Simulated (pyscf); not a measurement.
H₃C–Te–CH₃ + hydrogen (H₂) → H₃C–TeH + methane (CH₄), a four-centre exchange (singlet surface; C–Te, H–H broken, H–Te, C–H formed). Single points on ωB97X-D3(BJ)/def2-SVP structures (PySCF, gas phase). Energies in kJ/mol from the separated reactants.

Small-basis levels: PySCF, no dispersion term, spherical d functions. 

Problem. In single points SVWN5/6-31G*+LANL2DZ puts the saddle at 318.5 kJ/mol and the reaction energy at -50.0 kJ/mol. Should these be trusted to within a few kcal/mol? Compare with ωB97M-D3(BJ)/def2-TZVP.

Solution. ωB97M-D3(BJ)/def2-TZVP gives ΔE‡ = 359.2 kJ/mol and ΔE = -65.2 kJ/mol. SVWN5/6-31G*+LANL2DZ lies 40.7 kJ/mol under it in the barrier and 15.2 kJ/mol over it in the reaction energy, so on this step it does not hold to within 12.6 kJ/mol. ωB97M-D3(BJ)/def2-TZVP has limits of its own. At the saddle there is also a short H–Te contact that neither side keeps. From the product side, CH₃• + TeH• + CH₄ lies, by one bond made or cut, 172.8 kJ/mol under this saddle at ωB97M-D3(BJ)/def2-TZVP. The same reactants have a lower exit, to CH₃• + H₃C–Te• + H₂ (no saddle counted: cutting one bond costs +253.0 kJ/mol at ωB97M-D3(BJ)/def2-TZVP, against +359.2 kJ/mol here). One saddle was located; it need not be the lowest between these sides. In the def2 sets elements past Kr carry core potentials, without spin-orbit coupling.
